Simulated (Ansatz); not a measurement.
`PP` + dimethylamine → `CN(C)P` + PH₃ at 700 K and 1 bar (cleavage of the P–P bond).

Isolated molecules relaxed with PBE0-D4/def2-TZVP in Ansatz; ΔE leaves out vibrations. CCSD(T)/CBS adds triple-zeta CCSD(T) − MP2 to the extrapolated MP2 energy (def2 sets, frozen cores). This one scheme is used for every species. One conformer a species, not always the lowest.

```tsv
species	CCSD(T)/CBS energy (Eh)	H − E (kJ/mol)	S (J/(mol·K))
`PP`	-684.26248	137.7	339.9
`CNC`	-135.00321	296.9	352.4
`CN(C)P`	-476.53702	335.7	425.9
PH₃	-342.72256	91.5	248.3
```

H − E and S are ideal-gas, rigid-rotor, harmonic terms from PBE0-D4/def2-TZVP, for one conformer and one mirror image of each species. 1 Eh = 2625.50 kJ/mol, R = 8.31446 J/(mol·K).

Problem. By hand: ΔE, ΔH, ΔS and ΔG.

Solution. ΔE = (-476.53702) + (-342.72256) − (-684.26248) − (-135.00321) = 0.00611 Eh = 16.0 kJ/mol. Δ(H − E) = 335.7 + 91.5 − 137.7 − 296.9 = -7.4, so ΔH = 8.6 kJ/mol. ΔS = 425.9 + 248.3 − 339.9 − 352.4 = -18.1 J/(mol·K). ΔG = 8.6 − 700 × (-18.1)/1000 = 21.3 kJ/mol.

Problem. By hand: the equilibrium constant, and the temperature at which ΔG would vanish if ΔH and ΔS stayed fixed.

Solution. log₁₀ K = −ΔG/(RT ln 10) = -1.6. ΔH and −TΔS have one sign here, so there is no such temperature.

TΔS isn't small against ΔH here. A doubt of 5 kJ/mol in ΔE shifts log₁₀ K by 0.4 here. Other conformers and mirror images would add mixing entropy, several J/(mol·K) or more a flexible species. These are equilibria of isolated gas molecules and say nothing of rates. Largest T1 diagnostic: 0.014 (customary marks: 0.02 for closed shells, 0.045 for open ones).
